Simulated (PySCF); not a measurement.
Results of MP2 in PySCF (GTH pseudopotentials, Gaussian basis, DZ basis) for zinc-blende MgTe (metastable phase).

The same calculation (at the measured cell, 33.076 Å³/atom) with different numerical settings:

```csv
run,k mesh,correlation energy (eV/atom),total energy (eV/atom)
1,2×2×2,-1.7737,-969.7614
2,3×3×3,-1.8936,-969.9780
3,4×4×4,-1.9380,-969.9980
```

In the column total energy (eV/atom) the first row differs from the last by +0.2366 and the next to last by +0.0200.

The last row is no converged limit: other settings stay fixed.
